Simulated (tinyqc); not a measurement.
Stretching all distances: RHF, UHF, MP2, CISD and CCSD against full CI in the sto-3g basis, for H2O, spin multiplicity 1. Computed by the program tinyqc with PySCF. 

Geometry (angstrom):
```
atom       x        y       z
O     0.0000   0.0000  0.0000
H     0.0000   0.7420  0.5110
H     0.0000  -0.7420  0.5110
```

All coordinates are multiplied by the scale. c0^2 is the weight of the RHF determinant in the lowest singlet FCI state (UHF is spin-contaminated and may lie near states of higher spin) and n(LUMO) the first natural occupation beyond the occupied space.

Full CI energy (hartree) and errors against it (kcal/mol):
```
scale   distance 1-2 (angstrom)      E(FCI)       RHF      UHF      MP2     CISD     CCSD  <S^2> UHF    c0^2  n(LUMO)
0.9400                   0.8469  -74.942030   22.7757  22.7757   5.9849   0.2115   0.0522     0.0000  0.9840   0.0160
1.2200                   1.0991  -75.006686   43.8073  43.8073  13.7233   1.0913   0.1552     0.0000  0.9522   0.0504
1.4900                   1.3424  -74.927129   77.4679  69.2263  26.8204   4.5247   0.4454     0.6126  0.8788   0.1340
1.7700                   1.5947  -74.839234  127.0523  47.1333  45.4731  13.9707   0.4438     1.4767  0.7438   0.2955
2.0500                   1.8469  -74.781074  188.4691  21.1641  65.7245  30.2281  -3.6761     1.8009  0.5627   0.5166
```

UHF parts from RHF first at scale 1.49 of those listed, where <S^2> leaves zero. The weight c0^2 goes from 0.98 to 0.56 and n(LUMO) from 0.02 to 0.52: static correlation grows as the bonds break into open-shell fragments. The spread of the error along the curve, which distorts its shape, is CCSD 4.1, CISD 30.0, UHF 48.1, MP2 59.7, RHF 165.7 kcal/mol. Below FCI somewhere: CCSD, as non-variational methods may be.
